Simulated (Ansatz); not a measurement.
Computed with Ansatz.

Basis-set series for `B[SiH3]`. Charge 0, multiplicity 1. Geometry: relaxed with PBE0-D4/def2-TZVP.

| functional | basis | functions | energy (Eh) | HOMO (eV) | LUMO (eV) |
| --- | --- | --- | --- | --- | --- |
| PBE0-D4 | def2-SVP | 57 | -317.01298 | -8.49 | -2.45 |
| PBE0-D4 | def2-TZVPP | 143 | -317.14415 | -8.47 | -2.49 |
| ωB97M-V | def2-SVP | 57 | -317.11688 | -10.62 | -0.37 |
| ωB97M-V | def2-TZVPP | 143 | -317.25321 | -10.65 | -0.52 |

Question: Give the rows for def2-QZVPP. (Estimate.)

Answer: The calculation gave: 
| functional | basis | functions | energy (Eh) | HOMO (eV) | LUMO (eV) |
| --- | --- | --- | --- | --- | --- |
| PBE0-D4 | def2-QZVPP | 277 | -317.15588 | -8.47 | -2.49 |
| ωB97M-V | def2-QZVPP | 277 | -317.26420 | -10.65 | -0.56 |
